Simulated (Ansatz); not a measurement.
System: bcc V. Method: Hartree–Fock in Ansatz (plane waves, PAW).

Settings: plane-wave cutoff 460 eV, 14×14×14 k mesh, Fermi–Dirac smearing 0.05 eV, no spin polarisation, scalar-relativistic PAW data made under PBE.

Cell (relaxed at this level):

```cif
data_V2
_chemical_formula_sum 'V2'
_space_group_name_H-M_alt 'Im-3m'
_space_group_IT_number 229
_space_group_name_Hall '-I 4 2 3'
_cell_length_a 3.00454
_cell_length_b 3.00454
_cell_length_c 3.00454
_cell_angle_alpha 90.000
_cell_angle_beta 90.000
_cell_angle_gamma 90.000
loop_
_atom_site_label
_atom_site_type_symbol
_atom_site_symmetry_multiplicity
_atom_site_Wyckoff_symbol
_atom_site_fract_x
_atom_site_fract_y
_atom_site_fract_z
_atom_site_occupancy
V1 V 2 a 0.00000 0.00000 0.00000 1
```
(The calculation used a cell of 1 atom; values per cell refer to that cell.)

Q: What does this level give for the bulk modulus B0 and pressure derivative B′ of the bulk modulus?

A: 
* **bulk modulus B0**: 260 GPa
* **pressure derivative B′ of the bulk modulus**: 4.1

Measured, for comparison: bulk modulus 161 GPa (corrected for temperature and zero-point phonon effects, our sources range from 159 to 166; as tabulated in Levämäki et al. (2014), arXiv:1402.3671). Computed (rounded) less measured: bulk modulus +61 % (+57 % to +64 % over the range).

Ansatz is a program for electronic structure.
